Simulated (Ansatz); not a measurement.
H2SO3, singlet: a pair in one relaxed arrangement.

Input (in.yaml):

```yaml
crystal:
  periodic: [false, false, false]
  atoms:
    - {symbol: O, position_ang: [-0.331013, -0.115793, -1.294604]}
    - {symbol: H, position_ang: [-0.087630, 0.790183, -1.505559]}
    - {symbol: H, position_ang: [0.439225, -0.648986, -1.511323]}
    - {symbol: O, position_ang: [-0.198865, 1.228757, 1.477941]}
    - {symbol: S, position_ang: [-0.465290, -0.175591, 1.364612]}
    - {symbol: O, position_ang: [0.643572, -1.078671, 1.468932]}
basis:
  gaussian: {orbitals: "def2-TZVPPD.json"}
hamiltonian: {xc: {name: B3LYP}, dispersion: d4}
```

The basis file named in the input lies beside it (Basis Set Exchange, JSON).

Launched with

```bash
ansatz run in.yaml --threads 4 --pin off --events-out ev --progress --plain --max-ram 9574MiB
```

What Ansatz 0.2.0 printed:

```
Functional definition: B3LYP
  name "B3LYP"
  cite "Stephens, Devlin, Chabalowski & Frisch, J. Phys. Chem. 98, 11623 (1994) doi:10.1021/j100096a001"
  cite "Becke, Phys. Rev. A 38, 3098 (1988) doi:10.1103/PhysRevA.38.3098"
  cite "Lee, Yang & Parr, Phys. Rev. B 37, 785 (1988) doi:10.1103/PhysRevB.37.785"
  cite "Vosko, Wilk & Nusair, Can. J. Phys. 58, 1200 (1980) doi:10.1139/p80-159"
  parameter a0 = 0.2
  parameter ax = 0.72
  parameter ac = 0.81
  exchange = (1 - a0 - ax)*slater_x + ax*b88_x + a0*exact_x
  correlation = (1 - ac)*vwn_rpa_c + ac*lyp_c
1014 factors; their error is unknown
mean field evaluation 1: about -16999.8959 eV, gradient 9.0e1 eV
mean field evaluation 2: about -16962.0023 eV, gradient 1.7e2 eV
mean field evaluation 4: about -17012.3231 eV, gradient 1.1e1 eV
mean field evaluation 8: about -17012.5343 eV, gradient 1.9e-1 eV
mean field evaluation 16: about -17012.5710 eV, gradient 1.4e-4 eV
mean field -17012.57101064 eV, -625.2004531063 hartree, gradient 4.6e-5 eV, S^2 0.000000; 0 other end points of the search recorded, 0 dependent functions left out
reference -17012.57128496 eV, -625.2004631874 hartree; 21, 21 occupied and 184, 184 virtual orbitals, 1014 factors
Total energy: -17012.72069284 eV, -625.2059538258 hartree
```

Hardware: 4 CPU threads of an AMD EPYC 9R45, shared host. Wall time about 0.7 s.
